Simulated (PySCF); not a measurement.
## Peak assignment

Atoms are numbered as in `[CH:1]#[C:2][C:3]([CH3:4])([CH3:5])[CH3:6]`; H(Xn) means a hydrogen on atom n.

- shielding tensors at PBE0/pcSseg-1 (GIAO)
- geometry: GFN2-xTB
- code: PySCF 2.14
- one computed conformer, rapidly exchanging positions averaged, isolated molecule, non-relativistic

Chemical shifts δ = σref − σ; 13C and 1H vs TMS, all at this level.

**Question.** Assign these signals to the numbered atoms. 13C{1H} NMR (computed): δ 97.7 (C), 74.2 (CH), 32.9 (CH3), 27.6 (C).

**Answer.** 
97.7 → C2, alkyne carbon: the triple bond shields along its axis, which puts it between sp3 and sp2 carbons
74.2 → C1, terminal alkyne carbon: the triple bond shields along its axis, which puts it between sp3 and sp2 carbons
32.9 → C4/C5/C6, methyl carbon: a saturated carbon with 1 carbon neighbour and no heteroatom attached
27.6 → C3, propargylic quaternary sp3 carbon: a saturated carbon with 4 carbon neighbours and no heteroatom attached

**Question.** Assign these signals to the numbered atoms. 1H NMR (500 MHz, computed): δ 1.53 (s, 1H), 1.30 (s, 9H).

**Answer.** 
| δ (ppm) | atoms | environment | reason |
| --- | --- | --- | --- |
| 1.53 | H(C1) | hydrogen on a terminal alkyne carbon | it lies on the axis of the triple bond, in its shielding cone |
| 1.30 | H(C4)/H(C5)/H(C6) | hydrogen on a methyl carbon | – |

Shifts are as computed. Against solution values, carbons near 30 ppm lie about +3 ppm off and those near 130 ppm about +5 ppm. Of 246 compounds with measured shifts, 49 miss one by over three times the rms of a fit or turn the order of signals round; such compounds aren't used in these exercises. No couplings were computed; multiplicities are counted from neighbouring protons, with m where these are inequivalent, close in shift, in a saturated or five-membered ring or joined by F or P, and br s for small geminal =CH2 splittings.
